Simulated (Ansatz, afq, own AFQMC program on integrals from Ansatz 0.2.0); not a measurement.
**Where AFQMC and coupled cluster stand for NaC, quartet**

| atom | x (Å) | y (Å) | z (Å) |
| --- | --- | --- | --- |
| C | 0.0000 | 0.0000 | 0.0000 |
| Na | 0.0000 | 0.0000 | 4.2050 |

Basis cc-pVDZ. Noble-gas cores (and the filled d shells of Ga–Kr and In–Xe) are frozen. Integrals, coupled cluster, full CI and functionals: Ansatz 0.2.0; the random walks run on the same integrals in our own AFQMC program. The CISD trial takes its coefficients from CCSD amplitudes. Released means that phaseless walkers are propagated on without the constraint, phases kept. Error bars are statistical, one sigma.

Determinant: UHF, the one that the program's search chose, which needn't be the lowest solution. The geometry is a point of a scan.

Full CI on the same integrals is exact in this basis and with this determinant's frozen core.

Cautions: lower spins were not checked; strong correlation (T1 0.053, weight of the determinant 0.92, largest double 0.07).

```
T1 diagnostic                               : 0.0526
weight of the determinant in the CISD state : 0.924
⟨S²⟩ of the determinant                     : 3.757
size of the correlated space                : 5 electrons in 26 orbitals
```

Reference: full CI, correlation energy -2.109 eV. The released energy is read at 2.40 1/Eh (meV from the phaseless value at times in 1/Eh: -2.8 ± 1.8 at 0.24, -4.9 ± 1.3 at 0.51, -4.6 ± 1.4 at 0.99, -8.5 ± 1.5 at 1.62, -9.7 ± 1.0 at 2.40).

```json
{"level": "HF", "E − E(reference) (kJ/mol)": "203.5", "share of correlation (%)": "0.00"}
{"level": "MP2", "E − E(reference) (kJ/mol)": "63.0", "share of correlation (%)": "69.06"}
{"level": "CCSD", "E − E(reference) (kJ/mol)": "4.2", "share of correlation (%)": "97.92"}
{"level": "CCSD(T)", "E − E(reference) (kJ/mol)": "1.3", "share of correlation (%)": "99.36"}
{"level": "CCSDT", "E − E(reference) (kJ/mol)": "0.1", "share of correlation (%)": "99.93"}
{"level": "CCSDT(Q)", "E − E(reference) (kJ/mol)": "0.0", "share of correlation (%)": "99.98"}
{"level": "CCSDTQ", "E − E(reference) (kJ/mol)": "0.0", "share of correlation (%)": "100.00"}
{"level": "ph-AFQMC/CISD", "E − E(reference) (kJ/mol)": "1.2 ± 0.1", "share of correlation (%)": "99.42"}
{"level": "released AFQMC", "E − E(reference) (kJ/mol)": "0.3 ± 0.1", "share of correlation (%)": "99.88"}
```

CCSDT and higher add their correlation energy to the determinant of the CCSD(T) run, since their own runs factorise the integrals more tightly (a shift of under 2 meV). A walk keeps the symmetry of its determinant, which the program's search chose and which needn't be the lowest solution, so a lower state of the same spin and another symmetry isn't excluded. Released energies are given only where the last usable release times agree within the noise; a slower fall can still hide under it.
